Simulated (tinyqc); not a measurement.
Worked calculation: CIS and TDHF on RHF in the sto-6g basis, frozen core, for H2O, spin multiplicity 1. One step of it, computed by the program tinyqc.

Question. CIS singlet states. Diagonalise A (1 hartree = 27.211386 eV); each vector has its largest component positive (the first on a tie). The transition dipole is mu = sqrt2 sum c_ia <i|r|a>.

CIS matrix A, singlet (hartree):
```
          2>6        2>7        3>6       3>7       4>6        4>7       5>6       5>7
2>6  1.404003   0.000000   0.000000  0.056292  0.065147   0.000000  0.000000  0.000000
2>7  0.000000   1.408028  -0.019855  0.000000  0.000000  -0.019078  0.000000  0.000000
3>6  0.000000  -0.019855   0.683824  0.000000  0.000000   0.039450  0.000000  0.000000
3>7  0.056292   0.000000   0.000000  0.921612  0.136467   0.000000  0.000000  0.000000
4>6  0.065147   0.000000   0.000000  0.136467  0.659114   0.000000  0.000000  0.000000
4>7  0.000000  -0.019078   0.039450  0.000000  0.000000   0.676324  0.000000  0.000000
5>6  0.000000   0.000000   0.000000  0.000000  0.000000   0.000000  0.436664  0.000000
5>7  0.000000   0.000000   0.000000  0.000000  0.000000   0.000000  0.000000  0.475053
```

dipole integrals <i|r|a> (bohr):
```
            x          y          z
2>6  0.000000   0.000000  -0.124212
2>7  0.000000  -0.102865   0.000000
3>6  0.000000  -0.739708   0.000000
3>7  0.000000   0.000000  -0.738073
4>6  0.000000   0.000000  -0.644424
4>7  0.000000  -0.712901   0.000000
5>6  0.063811   0.000000   0.000000
5>7  0.000000   0.000000   0.000000
```

Give: singlet excitation energies; lowest vectors; oscillator strengths 2/3 w |mu|^2.

Answer.

singlet excitation energies (eV): 11.8822  12.9269  16.3052  17.4274  19.5542  26.2909  38.3443  38.6225

lowest vectors:
```
     state 1  state 2  state 3  state 4  state 5  state 6
2>6   0.0000   0.0000  -0.0480   0.0000   0.0000  -0.1724
2>7   0.0000   0.0000   0.0000   0.0010   0.0399   0.0000
3>6   0.0000   0.0000   0.0000  -0.6726   0.7395   0.0000
3>7   0.0000   0.0000  -0.3822   0.0000   0.0000   0.9132
4>6   0.0000   0.0000   0.9228   0.0000   0.0000   0.3693
4>7   0.0000   0.0000   0.0000   0.7400   0.6720   0.0000
5>6   1.0000   0.0000   0.0000   0.0000   0.0000   0.0000
5>7   0.0000   1.0000   0.0000   0.0000   0.0000   0.0000
```

oscillator strengths 2/3 w |mu|^2: 0.0024  0.0000  0.0751  0.0008  1.0168  1.0217
